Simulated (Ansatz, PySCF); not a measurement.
Molecule: C2H6N, net charge 0, doublet state. It need not be the lowest isomer of its formula. 
Geometry from a B3LYP-D3(BJ)/def2-TZVP (Ansatz, a quantum-chemistry and plane-wave program) optimisation:
```
C
H 1 1.0932
H 1 1.1036 2 106.35
N 1 1.4384 2 108.71 3 -115.80
H 4 1.0275 1 106.91 2 -170.38
C 1 1.5318 2 110.51 3 117.79
H 6 1.0910 1 110.61 2 64.53
H 6 1.0916 7 108.12 1 121.26
H 6 1.0925 7 108.25 8 116.94
```
Charge 0, spin multiplicity 2.

Dipole moments at this geometry, in debye (magnitudes).

| level | program | dipole (D) |
|---|---|---|
| PBE/def2-TZVPD | Ansatz | 2.06 |
| revPBE/def2-TZVPD | Ansatz | 2.02 |
| TPSS/def2-TZVPD | PySCF | 2.02 |
| M06-L/def2-TZVPD | PySCF | 1.94 |
| B97M-V/def2-TZVPD | Ansatz | 1.96 |
| B3LYP/def2-TZVPD | PySCF | 2.05 |
| BHLYP/def2-TZVPD | Ansatz | 2.03 |
| r2SCANh/def2-TZVPD | Ansatz | 2.02 |
| HSE06/def2-TZVPD | Ansatz | 2.03 |
| CCSD(T)/aug-cc-pVDZ | Ansatz | ? |

Problem. Complete the blanks.

Solution. 
- CCSD(T)/aug-cc-pVDZ, dipole (D): 2.01
